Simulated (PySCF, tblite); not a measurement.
**C₂H₂NO−, a complex of two parts as drawn: NMR shifts, interaction energy, infrared bands, spin-spin couplings and core binding energies**

One table from this session's results is given with a row withheld; the runs are named, their logs left out.

Programs: tblite 0.8.0 and PySCF 2.14.0. All values are calculated, for the isolated system unless a continuum is named. Atoms count from 0, parts from 1.

## Starting point

6 atoms, charge -1, multiplicity 1; geometry: rigid parts in contact. Parts: 1 = atoms 0–3, `C=O`, charge 0; 2 = atoms 4–5, `[C-]#N`, charge -1.

The first run:

What the job is given:

```
{"job": {"kind": "dock", "xc": "GFN2-xTB", "basis": "xTB"}, "charge": -1, "multiplicity": 1, "parts": [{"atoms": "0-3", "charge": 0, "multiplicity": 1}, {"atoms": "4-5", "charge": -1, "multiplicity": 1}]}
C      0.000756    -0.000229     0.000121
O      1.182840    -0.154174     0.008121
H     -0.711965    -0.842036    -0.020154
H     -0.471631     0.996439     0.011912
C     -1.439977     1.306992    -2.050150
N     -0.908468     1.377998    -3.123824
```

With the program's defaults for keys left out, this is: GFN2-xTB search for minima from random contacts, gas phase.

Started as:

```
$ OMP_NUM_THREADS=1 python cluster_run.py task.json out
```

One launch serves the whole session: the jobs run in the order shown.

Steps of the session up to this table: Search for minima with GFN2-xTB; Relaxing the molecule at PBE0-D3(BJ)/def2-TZVPD; Nuclear shieldings: PBE0/aug-pcSseg-2; Coupled-cluster interaction energy: CCSD(T) and MP2.

One of the session's tables, all rows but one given; the rest of the session is left out.

It belongs to the step «Coupled-cluster interaction energy: CCSD(T) and MP2». 

| method | interaction energy (kcal/mol) |
| --- | --- |
| HF/aug-cc-pVDZ | -40.80 |
| MP2/aug-cc-pVDZ | -36.54 |
| CCSD/aug-cc-pVDZ | -34.03 |
| CCSD(T)/aug-cc-pVDZ | -32.47 |
| HF/aug-cc-pVQZ | -41.97 |
| MP2/aug-cc-pVQZ | -43.26 |
| SCS-MP2/aug-cc-pVQZ | -39.57 |
| MP2, extrapolated | -44.44 |
| CCSD(T), limit estimate | ? |

Q: Estimate the row for CCSD(T), limit estimate from the others.

As computed: interaction energy (kcal/mol): -40.37. In the column «interaction energy (kcal/mol)» it lies between HF/aug-cc-pVDZ (-40.80) and SCS-MP2/aug-cc-pVQZ (-39.57).

At this geometry C0 and C4 of different parts are bonded (1.52 Å), so this energy is mostly that of cutting a chemical bond between strained fragments, not an intermolecular interaction.

Limits of these values: The interaction energy leaves out the deformation of the parts, 29.72 kcal/mol at MP2. So large a deformation means that a part is far from its own minimum, so a sum across the two methods would be rough. The parts are strongly deformed in the cluster, so the interaction energy holds bonds cut by the partition and is not to be read as the attraction of intact molecules.
